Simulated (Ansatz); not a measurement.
# AlNH (quartet): the correlation ladder at distance Al1–N2 = 1.909 Å, 6-31G

How much of the correlation energy of AlNH (quartet) does each wave-function method recover here?

Program: Ansatz 0.2.0, Gaussian basis. Level of theory: 6-31G, core rule «outside noble gas», up to 6 orbitals frozen. These are calculated values, not measurements.

The runs, in order: UHF; CCSD(T) on ROHF; CCSD(T) on UHF; BCCD(T) on ROHF; CISD; CCSDT(Q) on ROHF; CCSDT(Q) on UHF; CCSDTQ on ROHF; CCSDTQ on UHF; CASSCF and MRCISD+Q, 5 electrons in 5 orbitals; CASSCF and NEVPT2, 5 electrons in 5 orbitals; CASSCF and MRCISD+Q, 9 electrons in 9 orbitals; CASSCF and NEVPT2, 9 electrons in 9 orbitals; Full CI.

2 further runs of the same task are left out: 2 for a known fault of the program.

**1. What is computed**

The geometry derives from a PBE0/def2-TZVP stationary point (not a proven minimum). One bond is set to the value named and the two fragments are kept rigid.

3 atoms, charge 0, spin multiplicity 4.

Atoms are counted from 1 here; the program's logs count them from 0.

Bond lengths: Al1–N2 1.909 Å, N2–H3 1.029 Å. Angles: Al1–N2–H3 108.4°.

**2. UHF**

The input, in.yaml:

```yaml
crystal:
  periodic: [false, false, false]
  atoms:
    - {symbol: Al, position_ang: [0.000000, -0.031887, 0.689947]}
    - {symbol: N, position_ang: [0.000000, 0.120874, -1.212902]}
    - {symbol: H, position_ang: [0.000000, -0.826124, -1.614269]}
basis:
  gaussian: {orbitals: 6-31G}
magnetization: {spin_polarized: true, initial_magnetization: 3}
hamiltonian: {xc: hf}
output: {orbitals: {seedname: orbitals}}
```

The run is started by

```
$ ansatz run in.yaml --threads 1 --pin off --events-out ev --progress --plain --max-ram 2560MiB --backend cpu
```

The runs that follow: CCSD(T) on ROHF; CCSD(T) on UHF; BCCD(T) on ROHF; CISD; CCSDT(Q) on ROHF; CCSDT(Q) on UHF; CCSDTQ on ROHF; CCSDTQ on UHF; CASSCF and MRCISD+Q, 5 electrons in 5 orbitals; CASSCF and NEVPT2, 5 electrons in 5 orbitals; CASSCF and MRCISD+Q, 9 electrons in 9 orbitals; CASSCF and NEVPT2, 9 electrons in 9 orbitals; Full CI.

Before running them: what should the planned runs give, taken together? Wanted: FCI below the RHF energy; RMP2 from FCI; UMP2 from FCI; RCCSD from FCI; RCCSD(T) from FCI; UCCSD(T) from FCI; RCCSDT(Q) from FCI; UCCSDT(Q) from FCI; NEVPT2 pair from FCI.

The runs gave:

```
                         quantity                                                                                               value
         FCI below the RHF energy                                                                                          -3.3531 eV
                    RMP2 from FCI                                                                                        +56.7 kJ/mol
                    UMP2 from FCI                                                                                        +56.3 kJ/mol
                   RCCSD from FCI                                                                                        +10.1 kJ/mol
                RCCSD(T) from FCI                                                                                         +2.5 kJ/mol
                UCCSD(T) from FCI                                                                                         +2.4 kJ/mol
               RCCSDT(Q) from FCI                                                                                          0.0 kJ/mol
               UCCSDT(Q) from FCI                                                                                         -0.1 kJ/mol
             NEVPT2 pair from FCI                                                                                        +51.5 kJ/mol
           MRCISD+Q pair from FCI                                                                                         +2.9 kJ/mol
          NEVPT2 valence from FCI                                                                                        +35.8 kJ/mol
levels within 1 kcal/mol (43 meV)  RCCSD(T), UCCSD(T), BCCD(T), RCCSDT, UCCSDT, RCCSDT(Q), UCCSDT(Q), RCCSDTQ, UCCSDTQ, MRCISD+Q pair
                    T1 diagnostic                                                                                               0.045
   effectively unpaired electrons                                                                                                3.03
```

**Reading.** RCCSD(T) misses by +2.5 kJ/mol, 0.8 % of the correlation energy. The occupations are near whole numbers, but T1 = 0.045 shows that the orbitals relax strongly. Of the multireference levels listed MRCISD+Q pair comes nearest in total energy (+2.9 kJ/mol), which doesn't show that its space is the better one. These misses are within one basis, not against nature; the frozen cores of restricted and unrestricted runs differ, which can shift their rows.
